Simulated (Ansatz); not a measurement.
**hcp Co**

Calculation: PBE-D4 (PAW; Ansatz, an electronic-structure program).

Run with plane-wave cutoff 520 eV, 24×24×14 k mesh (along the axes of the cell as run), Fermi–Dirac smearing 0.05 eV, spin-polarised with parallel moments, scalar-relativistic PAW data made under PBE.

Cell: relaxed at this level.

```yaml
equilibrium_volume_per_atom: 10.57 Å³/atom
bulk_modulus: 231 GPa
lattice_parameter_a: 2.472 Å
c axis length: 3.996 Å
band_gap: none
magnetic moment per atom (the cell's total over its atoms): 1.60 μB
pressure derivative B′ of the bulk modulus: 4.2
```

Measured, for comparison: bulk modulus 193 GPa (zero-point energy and finite temperature contributions removed, our sources range from 193 to 198; as tabulated in doi:10.1021/acs.jctc.3c00612); lattice constant a 2.507 Å, lattice parameter c 4.07 Å (293 K, not corrected to a static lattice; as tabulated in Wikipedia's data pages). Computed (rounded) less measured: bulk modulus +20 % (+17 % to +20 % over the range), lattice constant a -1.4 %, lattice parameter c -1.8 %. A static lattice is as a rule a little smaller and stiffer than an uncorrected measurement, which narrows the difference in the lattice constant a, lattice parameter c and would widen misses of the other sign.

Note: the bulk modulus comes from volumes at which shape and atoms were relaxed.

Moments are spin moments.

The computed numbers hold no vibrational or temperature effects.
